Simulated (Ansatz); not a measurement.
in.yaml

```yaml
crystal:
  periodic: [false, false, false]
  atoms:
    - {symbol: W, position_ang: [0.000000, 0.000000, 0.000000]}
    - {symbol: C, position_ang: [0.000000, 0.000000, 1.923200]}
basis:
  gaussian: {orbitals: def2-mTZVP, point_charges: [{charge: 0.50, position_ang: [2.978, 0.790, -0.404]}]}
total_charge: 1
magnetization: {spin_polarized: false, initial_magnetization: 7}
hamiltonian: {xc: hf}
scf: {lower_state_search: off}
output: {orbitals: {seedname: orbitals}}
```

```sh
$ ansatz run in.yaml --threads 1 --pin off --events-out ev --progress --plain --max-ram 2393MiB
```

Output:

```
these checks for a lower state are left out or cut short: stability, starts, cluster_reference, orbital_swaps, neighbouring_geometries, increment
583 factors; integrals over basis functions are off by at most 3.5e-4 eV
mean field evaluation 1: about -2821.1574 eV, gradient 1.3e1 eV
mean field evaluation 2: about -2821.3341 eV, gradient 1.3e1 eV
mean field evaluation 4: about -2822.2274 eV, gradient 2.4e0 eV
mean field evaluation 8: about -2822.2800 eV, gradient 4.9e-1 eV
mean field evaluation 16: about -2822.2859 eV, gradient 1.9e-5 eV
mean field -2822.28593537 eV, -103.7170951108 hartree, gradient 3.1e-6 eV, S^2 15.750000; 0 other end points of the search recorded, 0 dependent functions left out
reference -2822.28593537 eV, -103.7170951108 hartree; 13, 6 occupied and 42, 49 virtual orbitals, 583 factors
Total energy: -2822.28593537 eV, -103.7170951108 hartree
Checks for a lower state left out: stability, starts, cluster_reference, orbital_swaps, neighbouring_geometries, increment
```

Ran on 1 thread of Arm Neoverse V1, shared host: 0.57 s wall, 0.15 GiB peak host memory.
